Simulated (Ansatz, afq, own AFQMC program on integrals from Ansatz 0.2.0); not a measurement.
## SiH4O, singlet: AFQMC among the cluster methods

```xyz
6

Si    0.0000   -0.0494    0.8921
O     0.0000    0.1415   -1.6909
H     1.2036   -0.7708    1.3898
H     0.0000    1.3406    1.4020
H    -1.2036   -0.7708    1.3898
H     0.0000   -0.6699   -2.1993
```

Connectivity, by distances: SiH3 ··· OH.

Basis 6-31G. Noble-gas cores (and the filled d shells of Ga–Kr and In–Xe) are frozen. Integrals, coupled cluster, full CI and functionals: Ansatz 0.2.0; the random walks run on the same integrals in our own AFQMC program. The CISD trial takes its coefficients from CCSD amplitudes. Released means that phaseless walkers are propagated on without the constraint, phases kept. ± is one standard error of the sampling.

Determinant: RHF, the one that the program's search chose, which needn't be the lowest solution. The geometry is a point of a scan.

No full CI on the walks' own integrals is used here; CCSDT(Q) serves as the reference and is uncertain by about the last step of the cluster series.

Cautions: higher spins were not checked; restricted determinant unstable towards unrestricted (UHF 727 meV lower, ⟨S²⟩ 0.73); strong correlation (T1 0.031, weight of the determinant 0.85, largest double 0.21).

* T1 diagnostic: 0.0311
* weight of the determinant in the CISD state: 0.851
* size of the correlated space: 14 electrons in 24 orbitals

```tsv
level	correlation energy (eV)
MP2	-5.6327
CCSD	-6.2555
CCSD(T)	-6.4377
```

Q: Estimate where phaseless AFQMC with a CISD trial lies against CCSD(T) on the same integrals.

A: 0.24 ± 0.51 kcal/mol below CCSD(T). The gap is under twice the noise, so this walk alone can't tell the two apart.

Reference: CCSDT(Q), correlation energy -6.486 eV. The released energy is read at 2.40 1/Eh (meV from the phaseless value at times in 1/Eh: 10 ± 20 at 0.24, 26 ± 21 at 0.51, -17 ± 23 at 0.99, -41 ± 18 at 1.62, -48 ± 29 at 2.40).

```
         level  E − E(reference) (kcal/mol)  share of correlation (%)
       CCSD(T)                         1.12                     99.25
         CCSDT                         0.78                     99.48
   ph-AFQMC/HF                  2.73 ± 1.68                     98.17
 ph-AFQMC/CISD                  0.88 ± 0.51                     99.41
released AFQMC                 -0.23 ± 0.68                    100.16
```

A walk keeps the symmetry of its determinant, which the program's search chose and which needn't be the lowest solution, so a lower state of the same spin and another symmetry isn't excluded. Released energies are given only where the last usable release times agree within the noise; a slower fall can still hide under it.
